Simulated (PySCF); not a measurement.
Gas-phase reaction: SiF₂ + H₂O + H₂SiO → 2 SiH₂F + O₂

Computed with PySCF and rigid-rotor harmonic-oscillator thermochemistry at 1 bar. † marks an energy on the PBE0/def2-TZVP geometry and frequencies. CCSD(T) freezes the core. Open shells (unrestricted): SiH₂F (multiplicity 2), O₂ (multiplicity 3); the rest are closed-shell singlets. H₂SiO, SiH₂F: computed as isolated molecules; such fragments, hydroxides, amides, oligomers or adducts are transient or little studied in the gas. CCSD(T) isn't extrapolated to the basis-set limit. Warning, large T1 diagnostic: H₂SiO (CCSD(T)/def2-TZVPP†).

r2SCAN/def2-TZVP† gives ΔH°(298 K) = 504 kJ.

Question: What do LDA/def2-TZVP†, PBE0/def2-SVP†, CCSD(T)/def2-TZVPP† give?

Answer: LDA/def2-TZVP†: 587 kJ; PBE0/def2-SVP†: 472 kJ; CCSD(T)/def2-TZVPP†: 587 kJ. For scale, ΔH°(298 K) is 504 kJ at this level, 593 kJ at ωB97M-V/def2-TZVP†, and runs from 368 to 901 kJ over the 20 levels computed.
